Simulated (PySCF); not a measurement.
Gas-phase reaction: 2 Si2H6 + 2 C4H8 (isobutene) = H3SiCCH + 3 ethylsilane

Method: PySCF energies plus ideal-gas RRHO corrections (1 bar). † marks an energy on the PBE0/def2-TZVP geometry and frequencies; other levels use their own. CCSD(T) freezes the core. 6-31G* has spherical d functions here. All species are closed-shell singlets. B3LYP is the form with VWN-RPA correlation. CCSD(T) isn't extrapolated to the basis-set limit.

```csv
level,"ΔH°(298 K), kJ"
B3LYP/6-31G*,47
BLYP/def2-TZVP†,(withheld)
CCSD(T)/def2-SVP†,34
HF/def2-TZVP†,(withheld)
M06-2X/def2-TZVP†,5
PBE/def2-SVP,66
PBE0/def2-QZVP†,40
PBE0/def2-TZVP,(withheld)
r2SCAN/def2-TZVP†,(withheld)
```

Some entries are withheld; supply them.


- BLYP/def2-TZVP†, ΔH°(298 K), kJ: 28
- HF/def2-TZVP†, ΔH°(298 K), kJ: 7
- PBE0/def2-TZVP, ΔH°(298 K), kJ: 42
- r2SCAN/def2-TZVP†, ΔH°(298 K), kJ: 32
